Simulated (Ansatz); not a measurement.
# N2O, singlet: CASSCF and its corrections

Calculated in Ansatz's Gaussian-basis code. Basis cc-pVDZ, nonrelativistic, 3 orbitals frozen in the corrections. State-specific CASSCF; RHF is the lowest restricted (open-shell) Hartree–Fock solution met. No symmetry is imposed, so a solution can break that of the shape. No proof that the lowest CASSCF solution was found.

Geometry:

```xyz
3

N     0.0000    0.0000   -1.2898
N     0.0000    0.0000   -0.0738
O     0.0000    0.0000    1.1931
```

Problem. What do CASSCF and its corrections give against RHF in CAS(8,6), and what are the occupations?

Solution. CASSCF -3.463 eV, SC-NEVPT2 -14.724 eV; occupations 1.97, 1.97, 1.91, 1.91, 0.12, 0.12.
